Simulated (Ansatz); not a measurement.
Ansatz (a program for electronic structure) input:

Ansatz 0.2 input:
```yaml
crystal:
  periodic: [false, false, false]
  atoms:
    - {symbol: Si, position_ang: [0.75147499, -0.03205656, -0.02374134]}
    - {symbol: O, position_ang: [-0.73304000, 0.02095015, -0.01594977]}
basis:
  gaussian:
    orbitals: def2-TZVP
hamiltonian:
  xc: b3lyp
  dispersion: d3bj
total_charge: 1
magnetization: {spin_polarized: true, initial_magnetization: 1}
relax: {f_tol: 0.002, max_steps: 150}
```

What final total energy does it print?

-364.36686 Eh (B3LYP-D3(BJ)/def2-TZVP). The basis has 68 functions.
